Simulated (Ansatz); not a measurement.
Geometry optimisation, UKS B3LYP/def2-SVP in Ansatz 0.2.0.

Input:

```yaml
crystal:
  periodic: [false, false, false]
  atoms:
    - { symbol: C, position_ang: [-0.85591, 0.74303, -0.29528] }
    - { symbol: B, position_ang: [0.4302, 0.04849, 0.27734] }
    - { symbol: Si, position_ang: [1.4233, -1.4281, 0.424] }
    - { symbol: H, position_ang: [0.43438, 1.03095, 0.91269] }
    - { symbol: H, position_ang: [-0.71336, 1.80761, -0.48816] }
    - { symbol: H, position_ang: [-1.19208, 0.29363, -1.23131] }
    - { symbol: H, position_ang: [2.5999, -2.13352, 0.91076] }
magnetization:
  spin_polarized: true
  initial_magnetization: 1
basis:
  gaussian: { orbitals: def2-SVP }
hamiltonian:
  xc: b3lyp
relax:
  f_tol: 0.02
  max_steps: 50
output:
  orbitals: {}
```

Launched with:

```bash
$ ansatz run input.yaml --threads 2 --pin off --max-ram 3072MiB --backend cpu --events-out ev --progress --plain --runs-dir out
```

Q: Where does it end, and by what steps?

A: It converged. The force dipped under the threshold on the way, but the program's further checks kept it going. After 10 steps the energy has fallen by 2.556 eV; H4 moved furthest, 0.66 Å.

```tsv
step	energy less start (eV)	largest force component (eV/Å)	accepted
0	0.0000	2.559	yes
1	-1.3164	3.727	yes
2	-1.9248	2.394	yes
3	-2.3463	0.563	yes
4	-2.5145	0.629	yes
5	-2.4812	0.450	no
6	-2.5518	0.115	yes
7	-2.5539	0.056	yes
8	-2.5552	0.018	yes
9	-2.5554	0.027	yes
10	-2.5555	0.003	yes
```

```xyz
7
Properties=species:S:1:pos:R:3
C -0.648 0.712 -0.501
B 0.450 0.343 0.401
Si 1.174 -1.445 0.161
H 0.991 1.007 1.258
H -1.116 1.706 -0.497
H -1.079 0.034 -1.246
H 2.354 -1.995 0.935
```

Whether the end is a true minimum wasn't checked by a vibrational analysis.

The run took 19 s on 2 threads of Intel(R) Xeon(R) Platinum 8488C (Sapphire Rapids), on a shared host, peak memory 0.18 GiB.
